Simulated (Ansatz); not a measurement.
**A barrier at the coupled-cluster level**

Start structure (Si2H6O, closed shell), relaxed at PBE0-D4/def2-TZVP:

Si1  (-0.411, -0.783, 0.194)
O2  (0.961, -1.485, 0.794)
H3  (-0.954, -1.560, -0.960)
H4  (-1.490, -0.739, 1.224)
Si5  (0.166, 1.381, -0.478)
H6  (0.896, -2.386, 1.114)
H7  (-1.047, 2.052, -1.023)
H8  (0.673, 2.175, 0.673)
H9  (1.208, 1.346, -1.539)
(Å)

The step: Si₂H₆O ([OH][SiH2][SiH3]) → Si₂H₄ ([SiH][SiH3]) + H₂O (still joined by a long Si–O bond); bonds formed: O2–H3; bonds broken: Si1–H3; bonds weakened to dative contacts: Si1–O2. Ansatz 0.2.0; basis: def2-TZVPP and def2-QZVPP; cores frozen in the correlated methods. Extrapolation: Hartree–Fock as exp(−7.88 √X), correlation as X^−2.97. Energies below are by CCSD(T) at an estimated basis limit (MP2 extrapolated from triple and quadruple zeta, plus CCSD(T) − MP2 in triple zeta).

Q: What are the electronic barrier and the energy of the step, from the start structure to the end structure? (Judge from chemistry; the value comes from the calculation.)

A: By the calculation: Barrier 333.4 kJ/mol; step energy 234.3 kJ/mol (uphill); reverse barrier, their difference, 99.1 kJ/mol. Barrier and step energy count from the start structure, the reverse barrier from the end structure.

The saddle point: One imaginary mode of 1520i cm⁻¹.
```json
{"pair": "O2–H3", "start (Å)": "2.60", "saddle (Å)": "1.26", "end (Å)": "0.96"}
{"pair": "Si1–O2", "start (Å)": "1.65", "saddle (Å)": "1.91", "end (Å)": "2.06"}
{"pair": "Si1–H3", "start (Å)": "1.49", "saddle (Å)": "1.63", "end (Å)": "2.58"}
```

Zero-point energy (harmonic, PBE0-D4): ZPE is 145.6 kJ/mol at the start and 136.7 kJ/mol at the saddle, so the barrier goes from 333.4 to 324.5 kJ/mol.

First-order rate constant out of the start structure at 698 K by transition-state theory, with harmonic vibrational free energies alone and no tunnelling: ΔA‡ = 325.0 kJ/mol, so k = (kB T/h) exp(−ΔA‡/kB T) ≈ 10^-11 s⁻¹ (an order of magnitude at best: rotation, the number of equivalent paths and anharmonicity are left out).

T1 diagnostic: at most 0.016. The restricted Hartree–Fock reference is unstable towards an unrestricted one at one or more of these structures.

Losses and insertions of silylenes and their heavier kin drive the gas-phase chemistry of silicon and germanium vapour deposition.

Labels in which every atom is bracketed show which atoms are joined, not bond orders.

For scale, one of the runs: CCSD(T)/def2-TZVPP, 199 basis functions, launched by `ansatz run in.yaml --threads 2 --pin off --events-out ev --progress --plain --max-ram 4352MiB`. Hardware: 2 CPU threads of an Intel Xeon 6975P-C, shared host. Wall time 25 s; peak host memory 2.4 GiB.
